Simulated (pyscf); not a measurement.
A first-order saddle from PySCF, ωB97X-D3(BJ)/def2-SVP:

```
B
O 1 1.4079
H 2 0.9606 1 114.62
H 1 1.2058 2 118.77 3 -176.25
H 1 1.2872 4 117.29 2 176.81
H 5 1.0824 1 67.98 4 -83.57
C 5 1.4420 6 148.95 1 -14.01
H 7 1.0989 5 138.11 6 27.94
H 7 1.0997 8 108.92 1 118.99
H 7 1.1035 8 107.34 9 118.60
```

Surface: singlet, charge 0. Lowest wavenumbers (cm⁻¹): 1286i, 163, 225, 342, 646.

Q: Which two sides does it connect, and which bonds change?

A: H₂B–OH (SMILES BO) + CH₄ (SMILES C) ⇌ H₃C–BH–OH (SMILES CBO) + H₂ (SMILES [H][H]), a four-centre exchange read from left to right: B–H, C–H broken and B–C, H–H formed. At ωB97M-D3(BJ)/def2-TZVP it lies +45.0 kcal/mol from the left side and +40.8 kcal/mol from the right (each side as separated species at their lowest minima found). At the saddle there is also a short B–H contact that neither side keeps. One saddle was located; it need not be the lowest between these sides.
